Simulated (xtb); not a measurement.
O$_{2}$, charge -1, doublet, geometry from GFN2-xTB of the parent state (a state made from the parent by changing its charge; the spin is typed, not shown lowest); xtb with GFN1-xTB.

Here is a job for xtb.
```
$ xtb mol.xyz --gfn 1 --chrg -1 --uhf 1 --json

# file mol.xyz
2

O     -0.00000000    -0.00000000    -0.60495136
O      0.00000000     0.00000000     0.60495136
```

Output, abridged:

```
   ID    Z sym.   atoms
    1    8 O      1, 2

           -------------------------------------------------
          |                Calculation Setup                |
           -------------------------------------------------

           -------------------------------------------------
          |                 G F N 1 - x T B                 |
           -------------------------------------------------

          ...................................................
          :                      SETUP                      :
          :.................................................:
          :  # basis functions                   8          :
          :  # atomic orbitals                   8          :
          :  # shells                            4          :
          :  # electrons                        13          :
          :  # halogen bonds                     0          :
          :  max. iterations                   250          :
          :  Hamiltonian                  GFN1-xTB          :
          :  restarted?                      false          :
          :  GBSA solvation                  false          :
          :  PC potential                    false          :
          :  electronic temp.          300.0000000     K    :
          :  accuracy                    1.0000000          :
          :  -> integral cutoff          0.2500000E+02      :
          :  -> integral neglect         0.1000000E-07      :
          :  -> SCF convergence          0.1000000E-05 Eh   :
          :  -> wf. convergence          0.2000000E-04 e    :
          :  Broyden damping             0.4000000          :
          :  net charge                         -1          :
          :  unpaired electrons                  1          :
          ...................................................

 iter      E             dE          RMSdq      gap      omega  full diag
   1     -9.3987829 -0.939878E+01  0.571E+00   19.40       0.0  T
   2     -9.3987829 -0.815282E-08  0.342E+00   19.40       1.0  T
   3     -9.3987829 -0.458365E-08  0.206E-04   19.40     344.0  T
   4     -9.3987829  0.177636E-14  0.305E-12   19.40  100000.0  T
   5     -9.3987829  0.000000E+00  0.171E-14   19.40  100000.0  T

   *** convergence criteria satisfied after 5 iterations ***

         :::::::::::::::::::::::::::::::::::::::::::::::::::::
         ::                     SUMMARY                     ::
         :::::::::::::::::::::::::::::::::::::::::::::::::::::
         :: total energy              -9.387430817668 Eh    ::
         :: gradient norm              0.352482020049 Eh/a0 ::
         :: HOMO-LUMO gap             19.403595703589 eV    ::
         ::.................................................::
         :: SCC energy                -9.398782897300 Eh    ::
         :: -> electrostatic           0.243164034258 Eh    ::
         :: repulsion energy           0.011451542837 Eh    ::
         :: dispersion energy         -0.000099463205 Eh    ::
         :: halogen bond corr.         0.000000000000 Eh    ::
         :: add. restraining           0.000000000000 Eh    ::
         :: total charge              -1.000000000000 e     ::
         :::::::::::::::::::::::::::::::::::::::::::::::::::::

           -------------------------------------------------
          |                Property Printout                |
           -------------------------------------------------

    * Orbital Energies and Occupations

         #    Occupation            Energy/Eh            Energy/eV
      -------------------------------------------------------------
         1        2.0000           -0.5021472             -13.6641
         2        2.0000           -0.3642379              -9.9114
         3        2.0000           -0.2738702              -7.4524
         4        2.0000           -0.2738702              -7.4524
         5        2.0000           -0.2350704              -6.3966
         6        1.5000           -0.0284226              -0.7734
         7        1.5000           -0.0284226              -0.7734 (HOMO)
         8                          0.6846464              18.6302 (LUMO)
      -------------------------------------------------------------
                  HL-Gap            0.7130690 Eh           19.4036 eV
             Fermi-level            0.1498446 Eh            4.0775 eV

  Mulliken/CM5 charges         n(s)   n(p)   n(d)
     1O    -0.50000 -0.50000   1.763  4.737  0.000
     2O    -0.50000 -0.50000   1.763  4.737  0.000

Wiberg/Mayer (AO) data.
largest (>0.10) Wiberg bond orders for each atom

 ---------------------------------------------------------------------------
     #   Z sym  total        # sym  WBO       # sym  WBO       # sym  WBO
 ---------------------------------------------------------------------------
     1   8 O    1.250 --     2 O    1.250
     2   8 O    1.250 --     1 O    1.250
 ---------------------------------------------------------------------------

Topologies differ in total number of bonds
Writing topology from bond orders to xtbtopo.mol

 dipole moment from electron density (au)
     X       Y       Z
  -0.0000   0.0000   0.0000  total (Debye):    0.000

           -------------------------------------------------
          | TOTAL ENERGY               -9.387430817668 Eh   |
          | GRADIENT NORM               0.352482020049 Eh/α |
          | HOMO-LUMO GAP              19.403595703589 eV   |
           -------------------------------------------------

normal termination of xtb
```
